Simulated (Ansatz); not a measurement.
Anti-La2O3-type Mg₃Sb₂, treated with PBEsol in Ansatz (plane waves, PAW).

Numerical settings: plane-wave cutoff 560 eV, 12×12×6 k mesh (along the axes of the cell as run), Fermi–Dirac smearing 0.01 eV, scalar-relativistic PAW data made under PBE.

Starting structure:

```
Mg3Sb2
1.0
    4.56000     0.00000     0.00000
   -2.28000     3.94908     0.00000
    0.00000     0.00000     7.23000
Mg Sb
3 2
Direct
  0.00000   0.00000   0.00000
  0.33333   0.66667   0.63400
  0.66667   0.33333   0.36600
  0.33333   0.66667   0.22800
  0.66667   0.33333   0.77200
```

Question: Into what structure does the relaxation of cell and atoms lead at this level, with the symmetry of the start kept?

Answer: The volume decreases by 1.1 %; final space group P-3m1.
```
Mg3Sb2
1.0
    4.55028     0.00000     0.00000
   -2.27514     3.94066     0.00000
    0.00000     0.00000     7.18192
Mg Sb
3 2
Cartesian
  0.00000   0.00000   0.00000
  0.00000   2.62710   4.54298
  2.27514   1.31355   2.63894
  0.00000   2.62710   1.61014
  2.27514   1.31355   5.57179
```

Ansatz is a first-principles code.
